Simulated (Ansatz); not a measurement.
## In6S7 (P2₁/m, No. 11)

Calculation: LDA (PAW; Ansatz, an electronic-structure program).

Run with plane-wave cutoff 520 eV, 4×10×2 k mesh (along the axes of the cell as run), Fermi–Dirac smearing 0.01 eV, scalar-relativistic PAW data made under PBE.

Cell (relaxed at this level):

```
CELL_PARAMETERS angstrom
      8.95249     0.00000     0.03928
      0.00000     3.83836     0.00000
     -3.43358     0.00000    16.47617
ATOMIC_POSITIONS crystal
  S  0.83926 0.75000 0.00950
  S  0.16074 0.25000 0.99050
  S  0.16822 0.75000 0.53077
  S  0.83178 0.25000 0.46923
  S  0.44766 0.75000 0.90822
  S  0.55234 0.25000 0.09178
  S  0.46375 0.75000 0.40735
  S  0.53625 0.25000 0.59265
  In 0.35293 0.75000 0.04595
  In 0.64707 0.25000 0.95405
  In 0.67440 0.75000 0.53204
  In 0.32560 0.25000 0.46796
  In 0.18886 0.75000 0.80693
  In 0.81114 0.25000 0.19307
  In 0.54759 0.75000 0.72811
  In 0.45241 0.25000 0.27189
  S  0.74412 0.75000 0.27672
  S  0.25588 0.25000 0.72328
  S  0.23710 0.75000 0.17489
  S  0.76290 0.25000 0.82511
  S  0.88397 0.75000 0.65901
  S  0.11603 0.25000 0.34099
  In 0.94493 0.75000 0.88125
  In 0.05507 0.25000 0.11875
  In 0.97641 0.75000 0.39382
  In 0.02359 0.25000 0.60618
```

For In6S7 (P2₁/m, No. 11), the band gap comes out as 0.14 eV. The direct gap at Γ comes out as 0.57 eV.

Measured, for comparison: band gap 0.75 eV (temperature not stated, not corrected to a static lattice, from temperature-dependent dark current, crystal; as tabulated in Qasrawi and Gasanly (2006), doi:10.1088/0953-8984/18/19/014).

Spin–orbit coupling is not included.

Computed values are for the static lattice.
